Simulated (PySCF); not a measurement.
How good is the calculation?

Bonds (- single, = double, # triple, : aromatic): C1-C2 1.515 Å, C2-Cl3 1.789 Å. C1 carries H4, H5, H6; C2 carries H7, H8.

Measured values that the calculation should reproduce: δ ¹³C C2 39.9; C1 18.9; δ ¹H H7/H8 3.47; H4/H5/H6 1.33 ppm (measured; solution, not stated per compound (mostly CDCl3 or CCl4); Pretsch, Buehlmann, Badertscher, Structure Determination of Organic Compounds, 4th ed. (2009)).

All values are calculated (PySCF 2.14.0 with density-fitted response routines): shielding tensors at PBE0/pcSseg-1 (GIAO), structure optimised with GFN2-xTB. Non-relativistic Hamiltonian, equivalent nuclei averaged, single conformer, in vacuum.

Question: What does the calculation give, and how does it compare?

Answer: 
Reference values: measured (solution, not stated per compound (mostly CDCl3 or CCl4); Pretsch, Buehlmann, Badertscher, Structure Determination of Organic Compounds, 4th ed. (2009)).
```csv
atoms,quantity,reference,computed,"computed, scaled"
C2,δ ¹³C,39.9,46.7,43.5
C1,δ ¹³C,18.9,21.6,19.0
H7/H8,δ ¹H,3.47,3.61,3.51
H4/H5/H6,δ ¹H,1.33,1.43,1.45
```

Computed shifts are σ(ref) − σ with the named reference compound (TMS for H and C) calculated as an isolated molecule at the same level. The measured values may be among those fitted. Shieldings were converted by linear fits to measured shifts (mostly CDCl3, TMS scale, for H and C): ¹³C: δ = 180.61 − 0.978σ (rms 2.1 ppm, 210 shifts, 2.3 ppm with the 2 outliers that the fit left out); ¹H: δ = 30.01 − 0.943σ (rms 0.16 ppm, 131 shifts, 0.17 ppm with the 2 outliers that the fit left out). A few per cent of atoms miss by over 2 rms, more outside the fitted compound classes.

Question: How far are the unscaled ¹³C shifts from the references?

Answer: Mean signed difference +4.75 ppm, mean absolute 4.75 ppm over 2 comparisons; the largest is +6.8 ppm at C2 (sp3 CH2 bonded to Cl).

Question: How far are the unscaled ¹H shifts from the references?

Answer: Mean signed difference +0.12 ppm, mean absolute 0.12 ppm over 2 comparisons; the largest is +0.14 ppm at H7/H8 (hydrogen on an sp3 CH2 bonded to Cl).

Carbons that carry Cl, above all several Cl atoms, come out too deshielded, partly because spin–orbit coupling is missing.
